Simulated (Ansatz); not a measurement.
C2H5NO, SMILES NC(C)=O (connectivity only; charge and spin as stated), charge +1, multiplicity 2.

Geometry optimised at B3LYP-D3(BJ)/def2-SVP. The spin state was assumed, not searched. One conformer was computed; it need not be the lowest.

Two levels are set side by side: PBE/def2-SVPD (Ansatz, a program for electronic structure) and PBE0/def2-SVPD (Ansatz). Energy differences of separate SCF runs at the same geometry; the states with an electron removed or added have multiplicity 3 and 1. Differences are taken from unrounded values.

```
quantity                          PBE0
-------------------------------  -----
vertical ionisation energy (eV)  18.06
vertical electron affinity (eV)   9.19
```

Q: What does PBE give, and how far is it from PBE0? (An estimate is asked for; the answer gives what the named calculation found.)

A: 
| quantity | PBE | PBE minus PBE0 |
|---|---|---|
| vertical ionisation energy (eV) | 17.84 | -0.22 |
| vertical electron affinity (eV) | 9.20 | 0.01 |

On these quantities the two levels nearly agree.
